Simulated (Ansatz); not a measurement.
Basis-set extrapolation for C5H6S (`C#CC(=C)SC`) (PBE0-D4/def2-TZVP geometry, frozen core, Ansatz). Multiplicity 1, RHF reference.

|  | def2-TZVPP | def2-QZVPP |
| --- | --- | --- |
| HF | -590.353894 | -590.373426 |
| MP2 correlation | -0.971741 | -1.038028 |
| CCSD(T) correlation | -1.065369 | not run |

Energies in hartree. Use E(X) = E(∞) + A·exp(−7.88·√X) for Hartree–Fock and E(X) = E(∞) + B·X^(−2.97) for correlation, with X = 3 and 4, and add CCSD(T) minus MP2 of the smaller set to the MP2 limit.

**Question.** What is the CCSD(T) energy at the basis-set limit?

**Answer.** HF limit: -590.373426 + (-0.019532) × 0.13774 = -590.37612. MP2 limit: -1.038028 + (-0.066287) × 0.74074 = -1.08713. Higher-order term: -1.065369 − (-0.971741) = -0.09363. Total: -591.55688 hartree, 3.74 eV below CCSD(T)/def2-TZVPP.
